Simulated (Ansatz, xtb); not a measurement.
**Ranking isomers of C5H8Cl+**

3 gas-phase structures of C5H8Cl+, from a drawn sample of its isomers (lower ones may exist). Each was relaxed with GFN2-xTB; where two conformers were screened, the lower at r2SCAN-D4/def2-SVP is listed:

A. `C=C([CH+]C)CCl`, a singlet
B. a singlet given by its coordinates
C. `C[C+](C)/C=C/Cl`, a singlet

B (Å):

```tsv
atom	x (Å)	y (Å)	z (Å)
C	-0.3378	1.1479	1.2258
C	0.5557	0.4612	0.4944
C	0.3532	0.0471	-0.8604
C	-0.8818	0.3362	-1.5973
C	1.3870	-0.7821	-1.5047
Cl	2.0951	0.7978	-2.0516
H	-1.2917	1.4718	0.8424
H	-0.1336	1.3872	2.2566
H	1.4909	0.1644	0.9517
H	-0.7780	0.1521	-2.6636
H	-1.2489	1.3466	-1.4305
H	-1.6524	-0.3485	-1.2261
H	2.0863	-1.3047	-0.8570
H	1.0809	-1.3781	-2.3602
```

Close contacts (Å): C1–C2 1.34, C2–C3 1.43, C3–C4 1.47, C3–C5 1.47, C3–Cl6 2.24, C5–Cl6 1.82, C1–H7 1.08, C1–H8 1.08, C2–H9 1.08, C4–H10 1.09, C4–H11 1.09, C4–H12 1.10, C5–H13 1.09, C5–H14 1.09.

Estimate their order in r2SCAN-D4/def2-SVP energy at these geometries, lowest first.

Calculated order at r2SCAN-D4/def2-SVP: C (0.0), B (16.0), A (21.1) kcal/mol.

Energies above the lowest of each column, in kcal/mol; the last columns are at B3LYP-D3(BJ)/def2-SVP geometries and were run for some of them only (a dash: not run or not comparable):

```json
{"structure": "C", "GFN2-xTB": "0.0", "HF/STO-3G": "0.0", "r2SCAN-D4/def2-SVP": "0.0", "B3LYP-D3(BJ)/def2-SVP": "0.0", "CCSD(T)/def2-SVP + ΔMP2/def2-TZVPP": "0.0"}
{"structure": "B", "GFN2-xTB": "16.1", "HF/STO-3G": "9.7", "r2SCAN-D4/def2-SVP": "16.0", "B3LYP-D3(BJ)/def2-SVP": "13.6", "CCSD(T)/def2-SVP + ΔMP2/def2-TZVPP": "11.5"}
{"structure": "A", "GFN2-xTB": "25.5", "HF/STO-3G": "11.9", "r2SCAN-D4/def2-SVP": "21.1", "B3LYP-D3(BJ)/def2-SVP": "–", "CCSD(T)/def2-SVP + ΔMP2/def2-TZVPP": "–"}
```

Every level run on C puts it lowest or level with the lowest. Some further structures that were screened fall inside this span and aren't listed. Flexible structures stand in one conformer each, not always the lowest. Frequencies (GFN2-xTB) were run for B, C alone. ΔMP2 is the change of the MP2 energy from the smaller to the larger basis.

Programs: Ansatz 0.2.0, xtb 6.7.1.
